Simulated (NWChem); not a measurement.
Species: C3H8O; SMILES COCC

```xyz
12

C      0.4807     1.5563     0.1536
C     -0.6233     0.5850    -0.2625
O     -0.5487    -0.6821     0.3660
C      0.4803    -1.5074    -0.1216
H      0.3035     2.5561    -0.2924
H      0.5026     1.6668     1.2566
H      1.4838     1.2196    -0.1782
H     -1.6132     0.9997     0.0223
H     -0.6274     0.4653    -1.3762
H      1.5036    -1.1116     0.0877
H      0.4015    -1.6685    -1.2263
H      0.3865    -2.4901     0.3813
```
Atoms are numbered in this order, from 1.

Level: PBE-D3(BJ)/def2-SVP (NWChem), optimised geometry, unscaled harmonic frequencies. 

Task: List the harmonic frequencies with IR intensities, and the thermochemistry.

Result: 
| frequency (cm⁻¹) | IR intensity (km/mol) |
|---|---|
| 106 | 1.8 |
| 203 | 1.9 |
| 244 | 0.8 |
| 370 | 4.1 |
| 453 | 5.2 |
| 779 | 2.6 |
| 841 | 8.4 |
| 990 | 21.3 |
| 1060 | 10.1 |
| 1104 | 19.3 |
| 1135 | 5.0 |
| 1170 | 114.0 |
| 1189 | 44.4 |
| 1285 | 14.6 |
| 1324 | 0.8 |
| 1358 | 32.0 |
| 1400 | 6.2 |
| 1404 | 4.8 |
| 1412 | 0.4 |
| 1420 | 1.3 |
| 1430 | 4.5 |
| 1446 | 7.0 |
| 2882 | 58.3 |
| 2891 | 85.0 |
| 2944 | 55.4 |
| 2976 | 17.0 |
| 3012 | 22.7 |
| 3057 | 24.5 |
| 3066 | 24.4 |
| 3072 | 18.5 |

- zero-point energy: 65.8 kcal/mol
- thermal correction to the enthalpy at 298.15 K (with zero-point energy): 69.9 kcal/mol
- heat capacity Cv: 18.4 cal/(mol K)
- entropy at 298.15 K and 1 atm (symmetry number 1): 72.5 cal/(mol K)
- dipole moment: 1.17 D

Rigid rotor and harmonic oscillator.
